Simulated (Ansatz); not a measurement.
One change: `FCC1(F)C=N1` becomes `FC1(S)C=N1`.

Ansatz, PBE0-D4/def2-TZVP geometries, multiplicity 1. Each molecule was computed in one conformer, which needn't be the lowest.

```csv
property,`FCC1(F)C=N1`
HOMO–LUMO gap (PBE0/def2-TZVPP) / eV,7.05
size of the dipole moment (ωB97M-V/def2-TZVPP) / D,2.01
HOMO energy (PBE/def2-TZVPP) / eV,-6.93
HOMO–LUMO gap (PBE/def2-TZVPP) / eV,4.42
LUMO energy (PBE/def2-TZVPP) / eV,-2.51
LUMO energy (PBE0/def2-TZVPP) / eV,-1.35
```

Give the same properties after the change, and the shifts. (Best estimate.)

Computed: 
```tsv
property	`FC1(S)C=N1`	shift
HOMO–LUMO gap (PBE0/def2-TZVPP) / eV	6.18	-0.87
size of the dipole moment (ωB97M-V/def2-TZVPP) / D	1.76	-0.25
HOMO energy (PBE/def2-TZVPP) / eV	-6.25	0.68
HOMO–LUMO gap (PBE/def2-TZVPP) / eV	3.72	-0.70
LUMO energy (PBE/def2-TZVPP) / eV	-2.53	-0.02
LUMO energy (PBE0/def2-TZVPP) / eV	-1.36	-0.01
```

Dipoles are sizes alone; their direction can turn.
